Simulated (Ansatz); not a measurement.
The input, for Ansatz 0.2.0:

```yaml
crystal:
  periodic: [false, false, false]
  atoms:
    - {symbol: W, position_ang: [0.000000, 0.000000, 0.000000]}
    - {symbol: O, position_ang: [0.000000, 0.000000, 1.994600]}
basis:
  gaussian: {orbitals: def2-TZVPP}
total_charge: 1
magnetization: {spin_polarized: false, initial_magnetization: 5}
correlation: {method: fic_mrcisd_q, electrons: outside_noble_gas, active_space: {window: {electrons: 11, orbitals: 10}, shells: [{species: O, l: s, shell: 2}, {species: O, l: p, shell: 2}, {species: W, l: s, shell: 6}, {species: W, l: d, shell: 5}]}}
```

```sh
$ ansatz run in.yaml --threads 2 --pin off --events-out ev --progress --plain --max-ram 24576MiB --backend cuda --devices 0, --max-vram 18GiB
```

Task: Roughly how long does this take on 2 threads of AMD EPYC 7R13 with a shared H100 80 GB, shared host, and how much host memory?

Result: 24 s wall and 0.9 GiB.

```
1050 factors; integrals over basis functions are off by at most 2.5e-7 eV
mean field evaluation 1: about -3829.3149 eV, gradient 4.6e1 eV
mean field evaluation 2: about -3829.3248 eV, gradient 4.6e1 eV
mean field evaluation 4: about -3834.1956 eV, gradient 1.2e1 eV
mean field evaluation 8: about -3834.8126 eV, gradient 6.1e-1 eV
mean field evaluation 16: about -3834.8150 eV, gradient 9.3e-6 eV
mean field evaluation 32: about -3829.3149 eV, gradient 4.6e1 eV
mean field evaluation 64: about -3834.8146 eV, gradient 2.5e-1 eV
mean field evaluation 96: about -3833.7042 eV, gradient 7.5e-1 eV
mean field evaluation 128: about -3834.5117 eV, gradient 8.6e-1 eV
mean field evaluation 160: about -3834.9918 eV, gradient 1.5e0 eV
mean field evaluation 192: about -3834.8143 eV, gradient 2.9e-1 eV
mean field evaluation 224: about -3835.0858 eV, gradient 2.4e-1 eV
mean field evaluation 256: about -3834.8040 eV, gradient 8.4e-1 eV
mean field -3835.08891316 eV, -140.9369180421 hartree, gradient 1.5e-6 eV, S^2 8.750000; 20 other end points of the search recorded, 0 dependent functions left out
reference -3835.08891316 eV, -140.9369180421 hartree; 13, 8 occupied and 74, 79 virtual orbitals, 1050 factors
state -3837.01158726 eV, -141.0075750120 hartree
contracted CI cycle   1: correlation 0.00000000 eV, 0.0000000000 hartree, residual 2.93e1 eV
contracted CI cycle   2: correlation -5.76650763 eV, -0.2119152469 hartree, residual 4.92e0 eV
contracted CI cycle   3: correlation -5.96437890 eV, -0.2191868818 hartree, residual 1.16e0 eV
contracted CI cycle   4: correlation -5.97860669 eV, -0.2197097433 hartree, residual 4.14e-1 eV
contracted CI cycle   5: correlation -5.98044106 eV, -0.2197771552 hartree, residual 1.57e-1 eV
contracted CI cycle   6: correlation -5.98070545 eV, -0.2197868714 hartree, residual 5.73e-2 eV
contracted CI cycle   7: correlation -5.98074596 eV, -0.2197883602 hartree, residual 2.21e-2 eV
contracted CI cycle   8: correlation -5.98075251 eV, -0.2197886008 hartree, residual 8.87e-3 eV
contracted CI cycle   9: correlation -5.98075345 eV, -0.2197886356 hartree, residual 3.50e-3 eV
contracted CI cycle  10: correlation -5.98075359 eV, -0.2197886406 hartree, residual 1.37e-3 eV
state -3837.01158726 eV, -141.0075750120 hartree; corrected -3843.37882706 eV, -141.2415667585 hartree
Total energy: -3843.37882706 eV, -141.2415667585 hartree
Checks for a lower state left out: starts, orbital_swaps
```

Natural occupations: 1.9986 1.9566 1.9456 1.0037 1.0003 0.9999 0.9999 0.9965 0.0550 0.0440.
